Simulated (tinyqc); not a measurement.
UHF in the sto-6g basis, for LiH+, spin multiplicity 2, step by step (part 2 of 2). Computed by tinyqc, a small Python program that keeps every step (integrals from PySCF). Command: `OMP_NUM_THREADS=1 python tinyqc.py 28746 28747 out.jsonl` (the two numbers bound the seeds that draw the settings). One thread of a shared host (Intel(R) Xeon(R) Processor @ 2.60GHz), about 0.1 s of CPU time with the checks.

Geometry (angstrom):
```
atom,x,y,z
Li,0.00000,0.00000,0.00000
H,0.00000,0.00000,1.72200
```

## Iteration 3: diagonalisation and new density

extrapolated F(alpha) (hartree), lower triangle:
```
,1Li 1s,1Li 2s,1Li 2px,1Li 2py,1Li 2pz,2H 1s
1Li 1s,-2.76487
1Li 2s,-0.70298,-0.43691
1Li 2px,0.00000,0.00000,-0.10029
1Li 2py,0.00000,0.00000,0.00000,-0.10029
1Li 2pz,-0.00184,-0.13436,0.00000,0.00000,-0.28175
2H 1s,-0.16289,-0.39135,0.00000,0.00000,-0.47698,-0.76696
```

extrapolated F(beta) (hartree), lower triangle:
```
,1Li 1s,1Li 2s,1Li 2px,1Li 2py,1Li 2pz,2H 1s
1Li 1s,-2.75981
1Li 2s,-0.70187,-0.35218
1Li 2px,0.00000,0.00000,-0.09097
1Li 2py,0.00000,0.00000,0.00000,-0.09097
1Li 2pz,-0.00067,-0.01856,0.00000,0.00000,-0.11996
2H 1s,-0.15951,-0.17348,0.00000,0.00000,-0.16514,-0.07515
```

X, lower triangle:
```
,1Li 1s,1Li 2s,1Li 2px,1Li 2py,1Li 2pz,2H 1s
1Li 1s,1.02212
1Li 2s,-0.12658,1.09437
1Li 2px,0.00000,0.00000,1.00000
1Li 2py,0.00000,0.00000,0.00000,1.00000
1Li 2pz,-0.00574,0.09476,0.00000,0.00000,1.12363
2H 1s,0.01085,-0.24766,0.00000,0.00000,-0.32398,1.19463
```

D(alpha) after iteration 2, lower triangle:
```
,1Li 1s,1Li 2s,1Li 2px,1Li 2py,1Li 2pz,2H 1s
1Li 1s,0.99674
1Li 2s,0.00561,0.04621
1Li 2px,0.00000,0.00000,0.00000
1Li 2py,0.00000,0.00000,0.00000,0.00000
1Li 2pz,-0.02951,0.06405,0.00000,0.00000,0.09182
2H 1s,-0.07505,0.15425,0.00000,0.00000,0.21130,0.55172
```

D(beta) after iteration 2, lower triangle:
```
,1Li 1s,1Li 2s,1Li 2px,1Li 2py,1Li 2pz,2H 1s
1Li 1s,0.98635
1Li 2s,0.02766,0.00084
1Li 2px,0.00000,0.00000,0.00000
1Li 2py,0.00000,0.00000,0.00000,0.00000
1Li 2pz,0.00118,0.00003,0.00000,0.00000,0.00000
2H 1s,-0.00186,-0.00005,0.00000,0.00000,0.00000,0.00000
```

overlap S, lower triangle:
```
,1Li 1s,1Li 2s,1Li 2px,1Li 2py,1Li 2pz,2H 1s
1Li 1s,1.00000
1Li 2s,0.23574,1.00000
1Li 2px,0.00000,0.00000,1.00000
1Li 2py,0.00000,0.00000,0.00000,1.00000
1Li 2pz,0.00000,0.00000,0.00000,0.00000,1.00000
2H 1s,0.05268,0.36739,0.00000,0.00000,0.48609,1.00000
```

A level shift of 0.2 hartree raises the virtual space: F + shift (S - S D(s) S), with D(s) the density of one spin. Diagonalise F' = X^T F X, C = X C', fill 2 alpha and 1 beta electrons from the bottom; D(s) = C_occ C_occ^T; the new density keeps 0.5 of the old one (damping). Each column has its largest component positive (the first on a tie).

F' = X^T F X (alpha) (hartree), lower triangle:
```
,1,2,3,4,5,6
1,-2.71297
2,-0.37575,-0.05178
3,0.00000,0.00000,0.09971
4,0.00000,0.00000,0.00000,0.09971
5,0.01144,-0.03467,0.00000,0.00000,0.05829
6,-0.00829,-0.27892,0.00000,0.00000,-0.39047,-0.50562
```

orbital energies (alpha) (hartree): MO1 -2.76597, MO2 -0.79166, MO3 0.04910, MO4 0.09971, MO5 0.09971, MO6 0.29645

coefficients C (alpha):
```
,MO1,MO2,MO3,MO4,MO5,MO6
1Li 1s,0.99454,-0.09573,-0.22904,0.00000,0.00000,-0.10081
1Li 2s,0.02191,0.17411,0.93561,0.00000,0.00000,0.61467
1Li 2px,0.00000,0.00000,0.00000,0.44602,0.89502,0.00000
1Li 2py,0.00000,0.00000,0.00000,0.89502,-0.44602,0.00000
1Li 2pz,0.00139,0.20963,-0.43132,0.00000,0.00000,1.07076
2H 1s,0.00105,0.81401,-0.16742,0.00000,0.00000,-0.95022
```

F' = X^T F X (beta) (hartree), lower triangle:
```
,1,2,3,4,5,6
1,-2.70611
2,-0.38580,0.00653
3,0.00000,0.00000,0.10903
4,0.00000,0.00000,0.00000,0.10903
5,-0.00183,0.04245,0.00000,0.00000,0.16452
6,-0.03495,-0.14358,0.00000,0.00000,-0.18571,0.28530
```

orbital energies (beta) (hartree): MO1 -2.76088, MO2 -0.02243, MO3 0.06661, MO4 0.10903, MO5 0.10903, MO6 0.46694

coefficients C (beta):
```
,MO1,MO2,MO3,MO4,MO5,MO6
1Li 1s,0.99464,-0.20119,0.15554,0.00000,0.00000,0.08315
1Li 2s,0.02229,0.70183,-0.65807,0.00000,0.00000,-0.59822
1Li 2px,0.00000,0.00000,0.00000,0.42665,0.90442,0.00000
1Li 2py,0.00000,0.00000,0.00000,0.90442,-0.42665,0.00000
1Li 2pz,0.00139,0.32757,0.70546,0.00000,0.00000,-0.87838
2H 1s,-0.00221,0.36259,0.21515,0.00000,0.00000,1.18987
```

D(alpha) after iteration 3, lower triangle:
```
,1Li 1s,1Li 2s,1Li 2px,1Li 2py,1Li 2pz,2H 1s
1Li 1s,0.99751
1Li 2s,0.00537,0.03850
1Li 2px,0.00000,0.00000,0.00000
1Li 2py,0.00000,0.00000,0.00000,0.00000
1Li 2pz,-0.02410,0.05029,0.00000,0.00000,0.06789
2H 1s,-0.07596,0.14800,0.00000,0.00000,0.19098,0.60717
```

D(beta) after iteration 3, lower triangle:
```
,1Li 1s,1Li 2s,1Li 2px,1Li 2py,1Li 2pz,2H 1s
1Li 1s,0.98783
1Li 2s,0.02492,0.00067
1Li 2px,0.00000,0.00000,0.00000
1Li 2py,0.00000,0.00000,0.00000,0.00000
1Li 2pz,0.00128,0.00003,0.00000,0.00000,0.00000
2H 1s,-0.00203,-0.00005,0.00000,0.00000,0.00000,0.00000
```

Within a degenerate level the vectors are fixed only up to a rotation; this is one choice.

## Iteration 4: building the Fock matrix

core Hamiltonian H = T + V (hartree), lower triangle:
```
,1Li 1s,1Li 2s,1Li 2px,1Li 2py,1Li 2pz,2H 1s
1Li 1s,-4.75771
1Li 2s,-1.01151,-1.37125
1Li 2px,0.00000,0.00000,-1.12715
1Li 2py,0.00000,0.00000,0.00000,-1.12715
1Li 2pz,-0.01467,-0.11501,0.00000,0.00000,-1.21883
2H 1s,-0.23223,-0.62082,0.00000,0.00000,-0.77465,-1.39150
```

Two-electron integrals (ij|kl) in chemists' order, unique and non-zero (hartree):
```
i,j,k,l,(ij|kl)
1,1,1,1,1.68125
2,1,1,1,0.24260
2,1,2,1,0.04451
2,2,1,1,0.39719
2,2,2,1,0.09028
2,2,2,2,0.29062
3,1,3,1,0.00944
3,2,3,1,0.01426
3,2,3,2,0.06424
3,3,1,1,0.39719
3,3,2,1,0.09028
3,3,2,2,0.29062
3,3,3,3,0.31312
4,1,4,1,0.00944
4,2,4,1,0.01426
4,2,4,2,0.06424
4,3,4,3,0.01688
4,4,1,1,0.39719
4,4,2,1,0.09028
4,4,2,2,0.29062
4,4,3,3,0.27937
4,4,4,4,0.31312
5,1,5,1,0.00944
5,2,5,1,0.01426
5,2,5,2,0.06424
5,3,5,3,0.01688
5,4,5,4,0.01688
5,5,1,1,0.39719
5,5,2,1,0.09028
5,5,2,2,0.29062
5,5,3,3,0.27937
5,5,4,4,0.27937
5,5,5,5,0.31312
6,1,1,1,0.05439
6,1,2,1,0.00977
6,1,2,2,0.01999
6,1,3,3,0.01971
6,1,4,4,0.01971
6,1,5,1,0.00130
6,1,5,2,0.00262
6,1,5,5,0.02054
6,1,6,1,0.00237
6,2,1,1,0.13254
6,2,2,1,0.03054
6,2,2,2,0.10442
6,2,3,3,0.09904
6,2,4,4,0.09904
6,2,5,1,0.00525
6,2,5,2,0.03093
6,2,5,5,0.11519
6,2,6,1,0.00809
6,2,6,2,0.06264
6,3,3,1,0.00254
6,3,3,2,0.01167
6,3,5,3,0.00469
6,3,6,3,0.00438
6,4,4,1,0.00254
6,4,4,2,0.01167
6,4,5,4,0.00469
6,4,6,4,0.00438
6,5,1,1,0.16447
6,5,2,1,0.03828
6,5,2,2,0.13526
6,5,3,3,0.12613
6,5,4,4,0.12613
6,5,5,1,0.00818
6,5,5,2,0.04769
6,5,5,5,0.15353
6,5,6,1,0.01059
6,5,6,2,0.08907
6,5,6,5,0.12842
6,6,1,1,0.30661
6,6,2,1,0.07199
6,6,2,2,0.26944
6,6,3,3,0.24595
6,6,4,4,0.24595
6,6,5,1,0.01406
6,6,5,2,0.10145
6,6,5,5,0.31641
6,6,6,1,0.02013
6,6,6,2,0.20334
6,6,6,5,0.30006
6,6,6,6,0.77500
```

nuclear repulsion = 0.9219115 hartree

J_ij = sum D_kl (ij|kl) with D = D(alpha) + D(beta), K_ij = sum D_kl (ik|jl) for each spin; F = H + J - K(s); E = tr D H + tr D J / 2 - 0.5 sum_s tr D(s) K(s) + E_nn.

Coulomb J (hartree), lower triangle:
```
,1Li 1s,1Li 2s,1Li 2px,1Li 2py,1Li 2pz,2H 1s
1Li 1s,3.67478
1Li 2s,0.55985,1.06818
1Li 2px,0.00000,0.00000,1.04812
1Li 2py,0.00000,0.00000,0.00000,1.04812
1Li 2pz,0.01402,0.09437,0.00000,0.00000,1.10830
2H 1s,0.12924,0.45453,0.00000,0.00000,0.60493,1.29687
```

exchange K(alpha) (hartree), lower triangle:
```
,1Li 1s,1Li 2s,1Li 2px,1Li 2py,1Li 2pz,2H 1s
1Li 1s,1.67858
1Li 2s,0.25189,0.13703
1Li 2px,0.00000,0.00000,0.02071
1Li 2py,0.00000,0.00000,0.00000,0.02071
1Li 2pz,0.00083,0.12180,0.00000,0.00000,0.18278
2H 1s,0.06025,0.22755,0.00000,0.00000,0.31391,0.66432
```

exchange K(beta) (hartree), lower triangle:
```
,1Li 1s,1Li 2s,1Li 2px,1Li 2py,1Li 2pz,2H 1s
1Li 1s,1.67268
1Li 2s,0.25042,0.04852
1Li 2px,0.00000,0.00000,0.01006
1Li 2py,0.00000,0.00000,0.00000,0.01006
1Li 2pz,0.00019,0.00005,0.00000,0.00000,0.01004
2H 1s,0.05688,0.01085,0.00000,0.00000,0.00148,0.00272
```

F(alpha) (hartree), lower triangle:
```
,1Li 1s,1Li 2s,1Li 2px,1Li 2py,1Li 2pz,2H 1s
1Li 1s,-2.76151
1Li 2s,-0.70355,-0.44010
1Li 2px,0.00000,0.00000,-0.09973
1Li 2py,0.00000,0.00000,0.00000,-0.09973
1Li 2pz,-0.00149,-0.14244,0.00000,0.00000,-0.29331
2H 1s,-0.16323,-0.39384,0.00000,0.00000,-0.48363,-0.75895
```

F(beta) (hartree), lower triangle:
```
,1Li 1s,1Li 2s,1Li 2px,1Li 2py,1Li 2pz,2H 1s
1Li 1s,-2.75561
1Li 2s,-0.70209,-0.35160
1Li 2px,0.00000,0.00000,-0.08909
1Li 2py,0.00000,0.00000,0.00000,-0.08909
1Li 2pz,-0.00084,-0.02068,0.00000,0.00000,-0.12056
2H 1s,-0.15986,-0.17715,0.00000,0.00000,-0.17120,-0.09735
```

total energy of this density = -7.7029622 hartree

This density is a damped mixture and is not idempotent.

## Iteration 4: DIIS over 3 matrices

error matrix X^T (FDS - SDF) X (alpha):
```
,1,2,3,4,5,6
1,0.00000,-0.00566,0.00000,0.00000,0.00325,-0.00027
2,0.00566,0.00000,0.00000,0.00000,-0.00494,0.01120
3,0.00000,0.00000,0.00000,0.00000,0.00000,0.00000
4,0.00000,0.00000,0.00000,0.00000,0.00000,0.00000
5,-0.00325,0.00494,0.00000,0.00000,0.00000,0.02892
6,0.00027,-0.01120,0.00000,0.00000,-0.02892,0.00000
```

B (overlaps of the stored error matrices), lower triangle:
```
,1,2,3
1,1.7223330e-02
2,1.0354069e-02,6.2519388e-03
3,6.0634036e-03,3.6681565e-03,2.1542618e-03
```

Minimise |sum c_i e_i|^2 with sum c_i = 1: solve [B -1; -1 0][c; lambda] = [0; -1] with B_ij = tr e_i^T e_j summed over both spins, and take F = sum c_i F_i.

DIIS coefficients: 0.45454  -2.59472  3.14018

extrapolated F(alpha) (hartree), lower triangle:
```
,1Li 1s,1Li 2s,1Li 2px,1Li 2py,1Li 2pz,2H 1s
1Li 1s,-2.76497
1Li 2s,-0.70300,-0.43682
1Li 2px,0.00000,0.00000,-0.10031
1Li 2py,0.00000,0.00000,0.00000,-0.10031
1Li 2pz,-0.00181,-0.13435,0.00000,0.00000,-0.28173
2H 1s,-0.16291,-0.39149,0.00000,0.00000,-0.47762,-0.76771
```

extrapolated F(beta) (hartree), lower triangle:
```
,1Li 1s,1Li 2s,1Li 2px,1Li 2py,1Li 2pz,2H 1s
1Li 1s,-2.76003
1Li 2s,-0.70188,-0.35218
1Li 2px,0.00000,0.00000,-0.09104
1Li 2py,0.00000,0.00000,0.00000,-0.09104
1Li 2pz,-0.00073,-0.01831,0.00000,0.00000,-0.11991
2H 1s,-0.15954,-0.17324,0.00000,0.00000,-0.16476,-0.07401
```

## Iteration 4: diagonalisation and new density

As before.

F' = X^T F X (alpha) (hartree), lower triangle:
```
,1,2,3,4,5,6
1,-2.71318
2,-0.37550,-0.05024
3,0.00000,0.00000,0.09969
4,0.00000,0.00000,0.00000,0.09969
5,0.01084,-0.03166,0.00000,0.00000,0.06431
6,-0.00828,-0.27884,0.00000,0.00000,-0.38815,-0.51298
```

orbital energies (alpha) (hartree): MO1 -2.76609, MO2 -0.79353, MO3 0.04915, MO4 0.09969, MO5 0.09969, MO6 0.29836

coefficients C (alpha):
```
,MO1,MO2,MO3,MO4,MO5,MO6
1Li 1s,0.99459,-0.09520,-0.22891,0.00000,0.00000,-0.10119
1Li 2s,0.02172,0.17050,0.93611,0.00000,0.00000,0.61493
1Li 2px,0.00000,0.00000,0.00000,0.44883,0.89362,0.00000
1Li 2py,0.00000,0.00000,0.00000,0.89362,-0.44883,0.00000
1Li 2pz,0.00142,0.20191,-0.43039,0.00000,0.00000,1.07262
2H 1s,0.00113,0.82045,-0.16894,0.00000,0.00000,-0.94439
```

F' = X^T F X (beta) (hartree), lower triangle:
```
,1,2,3,4,5,6
1,-2.70649
2,-0.38526,0.00666
3,0.00000,0.00000,0.10896
4,0.00000,0.00000,0.00000,0.10896
5,-0.00194,0.04265,0.00000,0.00000,0.16446
6,-0.03485,-0.14358,0.00000,0.00000,-0.18564,0.28654
```

orbital energies (beta) (hartree): MO1 -2.76110, MO2 -0.02194, MO3 0.06649, MO4 0.10896, MO5 0.10896, MO6 0.46771

coefficients C (beta):
```
,MO1,MO2,MO3,MO4,MO5,MO6
1Li 1s,0.99470,-0.20159,0.15471,0.00000,0.00000,0.08308
1Li 2s,0.02207,0.70444,-0.65536,0.00000,0.00000,-0.59812
1Li 2px,0.00000,0.00000,0.00000,0.21013,0.97767,0.00000
1Li 2py,0.00000,0.00000,0.00000,0.97767,-0.21013,0.00000
1Li 2pz,0.00142,0.32614,0.70722,0.00000,0.00000,-0.87749
2H 1s,-0.00223,0.36082,0.21530,0.00000,0.00000,1.19038
```

D(alpha) after iteration 4, lower triangle:
```
,1Li 1s,1Li 2s,1Li 2px,1Li 2py,1Li 2pz,2H 1s
1Li 1s,0.99789
1Li 2s,0.00537,0.03402
1Li 2px,0.00000,0.00000,0.00000
1Li 2py,0.00000,0.00000,0.00000,0.00000
1Li 2pz,-0.02095,0.04237,0.00000,0.00000,0.05433
2H 1s,-0.07647,0.14396,0.00000,0.00000,0.17832,0.64016
```

D(beta) after iteration 4, lower triangle:
```
,1Li 1s,1Li 2s,1Li 2px,1Li 2py,1Li 2pz,2H 1s
1Li 1s,0.98863
1Li 2s,0.02344,0.00058
1Li 2px,0.00000,0.00000,0.00000
1Li 2py,0.00000,0.00000,0.00000,0.00000
1Li 2pz,0.00135,0.00003,0.00000,0.00000,0.00000
2H 1s,-0.00212,-0.00005,0.00000,0.00000,0.00000,0.00000
```

Within a degenerate level the vectors are fixed only up to a rotation; this is one choice.

## Iteration 24 (converged): orbitals

converged F(alpha) (hartree), lower triangle:
```
,1Li 1s,1Li 2s,1Li 2px,1Li 2py,1Li 2pz,2H 1s
1Li 1s,-2.76485
1Li 2s,-0.70299,-0.43719
1Li 2px,0.00000,0.00000,-0.10033
1Li 2py,0.00000,0.00000,0.00000,-0.10033
1Li 2pz,-0.00178,-0.13453,0.00000,0.00000,-0.28150
2H 1s,-0.16287,-0.39166,0.00000,0.00000,-0.47706,-0.76713
```

converged F(beta) (hartree), lower triangle:
```
,1Li 1s,1Li 2s,1Li 2px,1Li 2py,1Li 2pz,2H 1s
1Li 1s,-2.75985
1Li 2s,-0.70188,-0.35217
1Li 2px,0.00000,0.00000,-0.09097
1Li 2py,0.00000,0.00000,0.00000,-0.09097
1Li 2pz,-0.00077,-0.01846,0.00000,0.00000,-0.11996
2H 1s,-0.15956,-0.17341,0.00000,0.00000,-0.16503,-0.07487
```

Diagonalise F' = X^T F X, C = X C', fill 2 alpha and 1 beta electrons from the bottom; D(s) = C_occ C_occ^T. Each column has its largest component positive (the first on a tie).

F' = X^T F X (alpha) (hartree), lower triangle:
```
,1,2,3,4,5,6
1,-2.71637
2,-0.35148,-0.22609
3,0.00000,0.00000,-0.10033
4,0.00000,0.00000,0.00000,-0.10033
5,0.00533,-0.00386,0.00000,0.00000,-0.09702
6,-0.01470,-0.22500,0.00000,0.00000,-0.31488,-0.57248
```

orbital energies (alpha) (hartree): MO1 -2.76598, MO2 -0.79429, MO3 -0.15078, MO4 -0.10033, MO5 -0.10033, MO6 0.09908

coefficients C (alpha):
```
,MO1,MO2,MO3,MO4,MO5,MO6
1Li 1s,0.99463,-0.09475,-0.22859,0.00000,0.00000,-0.10185
1Li 2s,0.02152,0.16677,0.93632,0.00000,0.00000,0.61563
1Li 2px,0.00000,0.00000,0.00000,0.92291,0.38503,0.00000
1Li 2py,0.00000,0.00000,0.00000,-0.38503,0.92291,0.00000
1Li 2pz,0.00146,0.19051,-0.42979,0.00000,0.00000,1.07494
2H 1s,0.00118,0.82914,-0.17182,0.00000,0.00000,-0.93625
```

F' = X^T F X (beta) (hartree), lower triangle:
```
,1,2,3,4,5,6
1,-2.71039
2,-0.35726,-0.18927
3,0.00000,0.00000,-0.09097
4,0.00000,0.00000,0.00000,-0.09097
5,-0.00204,0.04254,0.00000,0.00000,-0.03552
6,-0.03118,-0.14303,0.00000,0.00000,-0.18568,0.08567
```

orbital energies (beta) (hartree): MO1 -2.76094, MO2 -0.22224, MO3 -0.13347, MO4 -0.09097, MO5 -0.09097, MO6 0.26714

coefficients C (beta):
```
,MO1,MO2,MO3,MO4,MO5,MO6
1Li 1s,0.99475,-0.20099,0.15510,0.00000,0.00000,0.08314
1Li 2s,0.02186,0.70245,-0.65735,0.00000,0.00000,-0.59829
1Li 2px,0.00000,0.00000,0.00000,-0.65472,0.75587,0.00000
1Li 2py,0.00000,0.00000,0.00000,0.75587,0.65472,0.00000
1Li 2pz,0.00144,0.32713,0.70596,0.00000,0.00000,-0.87814
2H 1s,-0.00225,0.36224,0.21512,0.00000,0.00000,1.18999
```

D(alpha) after iteration 24, lower triangle:
```
,1Li 1s,1Li 2s,1Li 2px,1Li 2py,1Li 2pz,2H 1s
1Li 1s,0.99827
1Li 2s,0.00561,0.02828
1Li 2px,0.00000,0.00000,0.00000
1Li 2py,0.00000,0.00000,0.00000,0.00000
1Li 2pz,-0.01659,0.03180,0.00000,0.00000,0.03630
2H 1s,-0.07738,0.13830,0.00000,0.00000,0.15796,0.68747
```

D(beta) after iteration 24, lower triangle:
```
,1Li 1s,1Li 2s,1Li 2px,1Li 2py,1Li 2pz,2H 1s
1Li 1s,0.98954
1Li 2s,0.02175,0.00048
1Li 2px,0.00000,0.00000,0.00000
1Li 2py,0.00000,0.00000,0.00000,0.00000
1Li 2pz,0.00144,0.00003,0.00000,0.00000,0.00000
2H 1s,-0.00223,-0.00005,0.00000,0.00000,0.00000,0.00001
```

Within a degenerate level the vectors are fixed only up to a rotation; this is one choice.

## Convergence

Stop when the energy changes by less than 1e-08 hartree and every element of the error matrix X^T (F D S - S D F) X (for each spin) is below 3e-05.

Course of the cycle:
```
iteration,E (hartree),change,largest element of the error matrix
1,-7.6823580,-,1.08e-01
2,-7.6917070,-9.35e-03,7.90e-02
3,-7.6986332,-6.93e-03,4.87e-02
4,-7.7029622,-4.33e-03,2.89e-02
5,-7.7054733,-2.51e-03,1.72e-02
6,-7.7068502,-1.38e-03,1.02e-02
7,-7.7075808,-7.31e-04,6.05e-03
8,-7.7079605,-3.80e-04,3.59e-03
9,-7.7081554,-1.95e-04,2.13e-03
10,-7.7082546,-9.92e-05,1.27e-03
11,-7.7083048,-5.02e-05,7.51e-04
12,-7.7083301,-2.53e-05,4.46e-04
13,-7.7083428,-1.27e-05,2.65e-04
14,-7.7083492,-6.39e-06,1.57e-04
15,-7.7083524,-3.21e-06,9.33e-05
16,-7.7083540,-1.61e-06,5.54e-05
17,-7.7083548,-8.04e-07,3.29e-05
18,-7.7083552,-4.02e-07,1.96e-05
19,-7.7083554,-2.01e-07,1.16e-05
20,-7.7083555,-1.01e-07,6.91e-06
21,-7.7083556,-5.04e-08,4.11e-06
22,-7.7083556,-2.52e-08,2.44e-06
23,-7.7083556,-1.26e-08,1.45e-06
24,-7.7083556,-6.30e-09,8.65e-07
```

PySCF UHF in the same basis, after a stability check = -7.7083556 hartree

Converged in 24 iterations.

## Populations, bond orders and dipole

Mulliken: Z minus the diagonal of D S on the atom; Loewdin: the same with S^(1/2) D S^(1/2); Mayer order: 2 sum_s sum (D(s) S)_ij (D(s) S)_ji over the two atoms.

Charges (e):
```
atom,Mulliken,Loewdin,Mulliken spin
1Li,0.81086,0.74854,0.18888
2H,0.18914,0.25146,0.81112
```

Mayer bond orders:
```
pair,order
2-1,0.30630
```

dipole moment about the origin, x y z (debye): 0.00000  0.00000  0.51272

<S^2> of the determinant (pure state: 0.75) = 0.75000
